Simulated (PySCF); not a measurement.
Species: carbon trimer, C3 (singlet state).
Geometry (PBE0-D3(BJ)/def2-SVP, Å), atoms numbered from 1 in this order:
```xyz
3
C3 angstrom
C     -1.2941    0.1923    0.0000
C      0.0000    0.1035    0.0000
C      1.2941    0.0146    0.0000
```

The calculation used PySCF 2.14.0, density-fitted response routines, TDDFT PBE0/def2-SVPD, vertical, gas phase, core orbitals frozen in the response.

Transition dipole moments from the ground state, in atomic units and in the frame of the coordinates above (overall signs are arbitrary), for the states with f of 0.002 or more among the lowest 9:

```tsv
state	E (hartree)	μx	μy	μz
S1	0.1191	0.000	0.004	-0.512
S2	0.1191	0.035	0.511	0.004
S8	0.2943	2.255	-0.155	0.000
S9	0.3431	-0.182	0.013	0.000
```

What oscillator strength does each state have?

f = (2/3) ΔE |μ|² with ΔE in hartree (27.2114 eV).

```
state  |μ|² (au)  |μ| (D)      f
   S1      0.262     1.30  0.021
   S2      0.262     1.30  0.021
   S8      5.109     5.75  1.002
   S9      0.033     0.46  0.008
```

Label these states by symmetry in D∞h.

From a totally symmetric ground state, an allowed state transforms like the component of the dipole operator along its μ. Polarised along the molecular axis, so Σu+: S8 and S9. Polarised across the molecular axis, so Πu: S1 and S2.

What peak molar absorption coefficient would the strongest computed level give as a lone Gaussian band 0.4 eV wide at half height?

ε(max) = 2.175×10⁸ f / FWHM, with the width in cm⁻¹. S8: 2.175×10⁸ × 1.0023 / 3226 ≈ 68000 L mol⁻¹ cm⁻¹.

S1/S2 coincide within about 0.01 eV; within a degenerate level the directions of the single components are arbitrary.

All these states lie below the vertical ionisation energy of 12.26 eV (ΔSCF).

Time: 6.4 s of wall time. Hardware: an Arm Neoverse V1 with one thread, on a shared host.
